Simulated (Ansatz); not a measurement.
**C3H5+: single points off equilibrium**

One table from this session's results is given with a row withheld; the runs are named, their logs left out.

Method: single points in def2-TZVPP; program: Ansatz 0.2.0, Gaussian basis.

Cores are frozen in the correlated methods.

**Starting geometry**

SMILES `C=[C+]C`, 8 atoms, charge 1, spin multiplicity 1.

Atoms are counted from 1 here; the program's logs count them from 0.

Bond lengths: C1–C2 1.202 Å, C1–H4 0.890 Å, C1–H5 1.256 Å, C2–C3 1.499 Å, C3–H6 0.995 Å, C3–H7 0.994 Å, C3–H8 1.161 Å. Angles: C2–C1–H4 143.1°, C2–C1–H5 110.7°, H4–C1–H5 104.0°, C1–C2–C3 163.8°, C2–C3–H6 124.7°, C2–C3–H7 104.7°, C2–C3–H8 103.8°, H6–C3–H7 114.8°, H6–C3–H8 103.4°, H7–C3–H8 102.7°.

Geometry (Å):

```xyz
8
charge 1, multiplicity 1
C    -1.0213    0.6385   -0.7629
C    -0.1960   -0.0340   -0.2056
C     0.8182   -0.5562    0.7671
H    -1.8460    0.6212   -1.0968
H    -0.4840    1.6213   -1.3308
H     1.3268    0.0063    1.4115
H     1.3726   -1.1894    0.2381
H     0.2051   -1.2642    1.4525
```

Set-up of the first run:

Contents of run/in.yaml:

```yaml
crystal:
  periodic: [false, false, false]
  atoms:
    - {symbol: C, position_ang: [-1.021300, 0.638500, -0.762900]}
    - {symbol: C, position_ang: [-0.196000, -0.034000, -0.205600]}
    - {symbol: C, position_ang: [0.818200, -0.556200, 0.767100]}
    - {symbol: H, position_ang: [-1.846000, 0.621200, -1.096800]}
    - {symbol: H, position_ang: [-0.484000, 1.621300, -1.330800]}
    - {symbol: H, position_ang: [1.326800, 0.006300, 1.411500]}
    - {symbol: H, position_ang: [1.372600, -1.189400, 0.238100]}
    - {symbol: H, position_ang: [0.205100, -1.264200, 1.452500]}
basis:
  gaussian: {orbitals: def2-TZVPP}
total_charge: 1
correlation: {method: ccsd_t}
output: {forces: true}
```

The command line of these runs was not kept.

Steps of the session up to this table: CCSD(T)/def2-TZVPP; PBE0-D4/def2-TZVPP; wB97M-V/def2-TZVPP; r2SCAN-D4/def2-TZVPP; PBE-D4/def2-TZVPP; LC-wPBE/def2-TZVPP; BLYP-D4/def2-TZVPP.

One table of the session follows, with a row left open; its other results are not shown here.

```
   method  RMS force component (eV/Å)  angle to CCSD(T) forces (°)
  CCSD(T)                       4.094                    reference
  PBE0-D4                       4.161                          3.8
  wB97M-V                       4.064                          3.6
r2SCAN-D4                       4.136                          3.5
   PBE-D4                       4.197                          3.8
  LC-wPBE                           ?                            ?
  BLYP-D4                       4.087                          3.0
```

Q: Estimate the row for LC-wPBE from the others.

As computed: RMS force component (eV/Å): 4.177; angle to CCSD(T) forces (°): 5.1. In the column «RMS force component (eV/Å)» it lies between PBE0-D4 (4.161) and PBE-D4 (4.197).
